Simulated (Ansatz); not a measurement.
The same path of AlH₅Si (7 atoms, charge 0, multiplicity 1) was run twice with different band settings. Lost on the way: Al1–H3, Si2–H7. Made: H3–H7.

These are results of RKS r2SCAN/6-31G (Ansatz), not measurements.

Relaxed end points:

```xyz
7
Properties=species:S:1:pos:R:3
Al -0.335 -1.378 0.083
Si 0.285 0.997 -0.065
H 0.705 -2.490 0.605
H -1.813 -1.849 -0.348
H 0.138 1.513 -1.476
H -0.618 1.854 0.791
H 1.700 1.285 0.364
```

```xyz
7
Properties=species:S:1:pos:R:3
Al -0.933 -0.762 -0.309
Si 0.000 1.347 -0.796
H 1.099 -1.507 1.466
H -0.876 -2.335 -0.683
H -1.120 2.254 -1.297
H 0.400 1.974 0.535
H 1.491 -1.040 1.038
```

Common settings: climbing image yes; spring 5.0 eV/Å²; optimiser quadratic models (default); start path through a guess of the saddle point; force threshold 0.03 eV/Å; iteration limit 60; end points relaxed.

| run | movable images |
| --- | --- |
| 1 | 7 |
| 2 | 3 |

Task: What does each run give, and how far can it be trusted?

Result: Run 1: converged after 14 iterations, highest image 2.254 eV above the first end. A vibrational analysis at the climbing image gives one clearly imaginary mode, 1110i cm⁻¹: a first-order saddle point.
Run 2: converged after 17 iterations, highest image 2.254 eV above the first end. Neighbouring images differ by up to 1.9 eV, so the band resolves the path poorly. Another band between the same ends (7 images) ends at a top of the same energy, where a vibrational analysis finds 1 clearly imaginary mode. So few images can step over the top or miss a turn of the path.
The orbitals stay closed-shell, which can raise the energy where a bond breaks towards radicals; this wasn't checked here. Limits of this set-up: no polarisation functions.
